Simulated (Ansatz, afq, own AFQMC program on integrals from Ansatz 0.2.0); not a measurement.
**C2H2, singlet in cc-pVDZ, levels against CCSDT(Q)**

```xyz
4

C    -0.5635    0.0000    0.3360
C     0.4271    0.0000   -0.3360
H     0.3176    0.0000    0.9336
H     1.3082    0.0000   -0.9336
```

Connectivity, by distances: C–CH, 1 bridging H.

Basis cc-pVDZ. Only valence electrons are correlated. Ansatz 0.2.0 and our own AFQMC program on the same integrals; the CISD trial comes from CCSD amplitudes, and released means the phaseless constraint is let go. ± is one standard error of the sampling.

Determinant: RHF, the one that the program's search chose, which needn't be the lowest solution. The geometry is a point of a scan.

No full CI on the walks' own integrals is used here; CCSDT(Q) serves as the reference and is uncertain by about the last step of the cluster series.

```
T1 diagnostic                               : 0.0199
weight of the determinant in the CISD state : 0.886
size of the correlated space                : 10 electrons in 36 orbitals
```

Reference: CCSDT(Q), correlation energy -7.577 eV. The released energy is read at 2.40 1/Eh (meV from the phaseless value at times in 1/Eh: 7 ± 17 at 0.24, 10 ± 15 at 0.51, 4 ± 11 at 0.99, 30 ± 14 at 1.62, 17 ± 19 at 2.40).

| level | E − E(reference) (meV) | share of correlation (%) |
| --- | --- | --- |
| HF | 7577.2 | 0.00 |
| MP2 | 895.3 | 88.18 |
| CCSD | 326.1 | 95.70 |
| CCSD(T) | 36.2 | 99.52 |
| CCSDT | 20.8 | 99.73 |
| ph-AFQMC/CISD | -18.4 ± 22.6 | 100.24 |
| released AFQMC | -1.4 ± 18.5 | 100.02 |

A walk keeps the symmetry of its determinant, which the program's search chose and which needn't be the lowest solution, so a lower state of the same spin and another symmetry isn't excluded. Released energies are given only where the last usable release times agree within the noise; a slower fall can still hide under it.
